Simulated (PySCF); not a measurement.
**Electronic absorption of C6H12**

Compound: C6H12.
InChI=1S/C6H12/c1-6(2)4-3-5-6/h3-5H2,1-2H3

Computed, not measured: PySCF 2.14.0, density-fitted response routines, TDDFT CAM-B3LYP/def2-SVPD, vertical, gas phase, core orbitals frozen in the response. Isolated species at its GFN2-xTB geometry, gas phase.

Task: Predict the UV-vis stick spectrum at this level.

Result: 

```
state  E (eV)  E (kJ/mol)  λ (nm)       f  |μ| (D)  symmetry  main configurations (H = HOMO, L = LUMO)
   S1    8.01         773   154.7  0.0033     0.33        A′                                 H→L (92%)
   S2    8.14         785   152.4   0.083     1.64        A″                               H-1→L (93%)
   S3    8.53         823   145.3   0.036     1.05        A′                               H-2→L (87%)
   S4    8.64         833   143.6   0.090     1.66        A′                               H→L+1 (90%)
   S5    8.71         840   142.4  0.0077     0.48        A″                             H-1→L+1 (84%)
   S6    8.85         854   140.1  0.0053     0.40        A′                  H→L+2 (74%), H→L+5 (14%)
   S7    8.94         863   138.7  0.0044     0.36        A″                               H→L+3 (85%)
   S8    8.99         868   137.9  0.0004     0.11         –              H-1→L+2 (80%), H-1→L+5 (14%)
```

Triplets (Tamm–Dancoff): T1 7.87 eV, H→L (90%); T2 7.98 eV, H-1→L (90%); T3 8.32 eV, H-2→L (79%).

The lowest singlet lies at 8.01 eV (155 nm, vacuum ultraviolet) and is very weak; its leading configuration is HOMO→LUMO (92%). The strongest level in the table is S4 at 8.64 eV (144 nm, f = 0.090). Löwdin shares by element: HOMO carbon 66% or more (atoms not listed hold the other 34%); LUMO carbon 41% or more (atoms not listed hold the other 59%). Orbital energies (eV): HOMO-3 -10.81, HOMO-2 -10.06, HOMO-1 -9.63, HOMO -9.51, LUMO 1.34, LUMO+1 1.96, LUMO+2 2.25. The oscillator strengths of these states sum to 0.231; summed over the whole spectrum of an exact calculation they would give the number of electrons, 48 (Thomas–Reiche–Kuhn). The listed states span 0.98 eV, and the widest gap between neighbours is 0.40 eV (S2 to S3). Symmetry labels in Cs follow from the direction of the transition dipole and are given only for states with f of 0.002 or more. Singlets were solved by full linear response, triplets in the Tamm–Dancoff approximation.
